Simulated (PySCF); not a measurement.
Isomers of C5H11N.

All values: CAM-B3LYP/def2-SVPD (PySCF) at GFN2-xTB geometries, gas phase, one conformer each. Core orbitals are frozen in the response; Δα² is half the sum of the squared differences of the principal polarisabilities.

Question: Rank by HOMO–LUMO gap, lowest first.
A. `[NH2:1][CH:2]1[CH2:3][CH2:4][CH2:5][CH2:6]1` with H–N1–C2–C3 61° and 180°, N1–C2–C3–C4 -108°, C2–C3–C4–C5 -36°, C3–C4–C5–C6 42°, C4–C5–C6–C2 -32°
B. `[CH3:1][N:2]1[CH2:3][CH2:4][CH2:5][CH2:6]1` with C1–N2–C3–C4 -166°, N2–C3–C4–C5 20°, C3–C4–C5–C6 6°, C4–C5–C6–N2 -30°
C. `[CH2:1]=[CH:2][C@H:3]([CH3:4])[CH2:5][NH2:6]` with C1–C2–C3–C4 -121°, C2–C3–C5–N6 -68°, C3–C5–N6–H 178° and 59°

Answer: B (9.00 eV), A (9.44 eV), C (9.64 eV).

Question: Rank by mean static polarisability, lowest first.
A. `[CH2:1]=[CH:2][C@H:3]([CH3:4])[CH2:5][NH2:6]` with C1–C2–C3–C4 -121°, C2–C3–C5–N6 -68°, C3–C5–N6–H 178° and 59°
B. `[CH3:1][N:2]1[CH2:3][CH2:4][CH2:5][CH2:6]1` with C1–N2–C3–C4 -166°, N2–C3–C4–C5 20°, C3–C4–C5–C6 6°, C4–C5–C6–N2 -30° (N-methylpyrrolidine)
C. `[NH2:1][CH:2]1[CH2:3][CH2:4][CH2:5][CH2:6]1` with H–N1–C2–C3 61° and 180°, N1–C2–C3–C4 -108°, C2–C3–C4–C5 -36°, C3–C4–C5–C6 42°, C4–C5–C6–C2 -32°

Answer: C (9.72 Å³), B (9.95 Å³), A (10.52 Å³).

Question: Rank by polarisability anisotropy Δα, lowest first.
A. `[CH3:1][CH2:2][N:3]1[CH2:4][CH2:5][CH2:6]1` with C1–C2–N3–C4 -179°, C2–N3–C4–C5 -138°, N3–C4–C5–C6 14°, C4–C5–C6–N3 -14°, C2–N3–C6–C5 138°
B. `[CH2:1]=[CH:2][C@H:3]([CH3:4])[CH2:5][NH2:6]` with C1–C2–C3–C4 -121°, C2–C3–C5–N6 -68°, C3–C5–N6–H 178° and 59°
C. `[CH3:1][N:2]1[CH2:3][CH2:4][CH2:5][CH2:6]1` with C1–N2–C3–C4 -166°, N2–C3–C4–C5 20°, C3–C4–C5–C6 6°, C4–C5–C6–N2 -30° (N-methylpyrrolidine)
D. `[NH2:1][CH:2]1[CH2:3][CH2:4][CH2:5][CH2:6]1` with H–N1–C2–C3 61° and 180°, N1–C2–C3–C4 -108°, C2–C3–C4–C5 -36°, C3–C4–C5–C6 42°, C4–C5–C6–C2 -32°

Answer: D (1.32 Å³), C (1.74 Å³), A (2.08 Å³), B (2.72 Å³).

All values together:

```tsv
SMILES	μ (D)	HOMO (eV)	LUMO (eV)	α (Å³)	Δα (Å³)
CN1CCCC1	0.60	-7.54	1.45	9.95	1.74
NC1CCCC1	1.31	-8.09	1.35	9.72	1.32
C=C[C@H](C)CN	1.19	-8.26	1.38	10.52	2.72
CCN1CCC1	0.84	-7.51	1.52	10.02	2.08
```

Conformers: `[CH3:1][N:2]1[CH2:3][CH2:4][CH2:5][CH2:6]1` with C1–N2–C3–C4 -166°, N2–C3–C4–C5 20°, C3–C4–C5–C6 6°, C4–C5–C6–N2 -30°; `[NH2:1][CH:2]1[CH2:3][CH2:4][CH2:5][CH2:6]1` with H–N1–C2–C3 61° and 180°, N1–C2–C3–C4 -108°, C2–C3–C4–C5 -36°, C3–C4–C5–C6 42°, C4–C5–C6–C2 -32°; `[CH2:1]=[CH:2][C@H:3]([CH3:4])[CH2:5][NH2:6]` with C1–C2–C3–C4 -121°, C2–C3–C5–N6 -68°, C3–C5–N6–H 178° and 59°; `[CH3:1][CH2:2][N:3]1[CH2:4][CH2:5][CH2:6]1` with C1–C2–N3–C4 -179°, C2–N3–C4–C5 -138°, N3–C4–C5–C6 14°, C4–C5–C6–N3 -14°, C2–N3–C6–C5 138°.
